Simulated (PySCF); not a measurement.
This PySCF input asks for the NMR shieldings of `C#C[C@H]([S-])C#N`, [C4H2NS]-; the geometry comes from PBE0-D3(BJ)/def2-SVP.

```python
import basis_set_exchange as bse
import numpy as np
from pyscf import gto, dft
from pyscf.prop import nmr

atoms = """
C     1.981651   -0.261984   -0.350049
C     0.812166   -0.227239   -0.023170
C    -0.589072   -0.187905    0.407546
S    -1.474273   -1.762385    0.114320
C    -1.281029    0.929715   -0.249347
N    -1.856079    1.805761   -0.750171
H     3.002026   -0.345522   -0.668973
H    -0.585321    0.058839    1.488883
"""
names = dict.fromkeys(["C", "S", "N", "H"], "pcSseg-1")
basis = {el: gto.basis.parse(bse.get_basis(n, elements=[el], fmt="nwchem")) for el, n in names.items()}
mol = gto.M(atom=atoms, basis=basis, charge=-1, verbose=0)
mf = dft.RKS(mol, xc="PBE0")
mf.grids.level = 2
mf.grids.alignment = dft.numint.BLKSIZE   # the property module wants whole blocks of grid points
mf.conv_tol = 1e-9
mf.kernel()

calc = nmr.RKS(mf)   # GIAO
C = mf.mo_coeff
Co = C[:, mf.mo_occ > 0]
resp = mf.gen_response(singlet=True, hermi=2)
def vind(x):   # induced exchange potential for any number of trial vectors
    d = np.einsum("pi,xij,qj->xpq", C, 2 * x.reshape(-1, C.shape[1], Co.shape[1]), Co, optimize=True)
    return np.einsum("xpq,pi,qj->xij", resp(d - d.transpose(0, 2, 1)), C, Co, optimize=True).ravel()
mo1, _ = nmr.rhf.solve_mo1(calc, with_cphf=vind)
sigma = calc.kernel(mo1)
for i, s in enumerate(sigma):   # ppm
    print("%2d %-2s %9.2f" % (i, mol.atom_pure_symbol(i), np.trace(s) / 3))
```

Q: Give the expected output.

A: 
```
 0 C     117.72
 1 C      90.54
 2 C     160.36
 3 S     499.21
 4 C      55.67
 5 N     -12.94
 6 H      29.63
 7 H      26.73
```

These numbers come from an equivalent density-fitted implementation of the same equations, which agrees with the script to about 0.01 ppm for H and up to a few tenths of a ppm for heavy atoms, so last digits may differ.

Q: Turn these shieldings into chemical shifts. Chemical shifts δ = σref − σ; $^{13}$C (σ = 184.41 ppm), $^{1}$H (σ = 31.27 ppm) against TMS; $^{33}$S (σ = 495.66 ppm) vs CS2; $^{15}$N (σ = 265.67 ppm) against NH3, all at this level.

A: Averaging equivalent atoms: C 4: 128.7; C 1: 93.9; C 0: 66.7; C 2: 24.0; S 3: -4; N 5: 278.6; H 7: 4.54; H 6: 1.64 ppm. Experimental scales use liquid or dissolved standards, which lie at an offset from isolated NH3 (liquid NH3: subtract about 20 ppm). Unscaled 15N shifts of sp2 nitrogen come out 20 to 40 ppm too high even then.

Size and cost of the density-fitted run: 119 basis functions, 10 s wall time on 1 thread of an x86-64 server CPU, shared host.
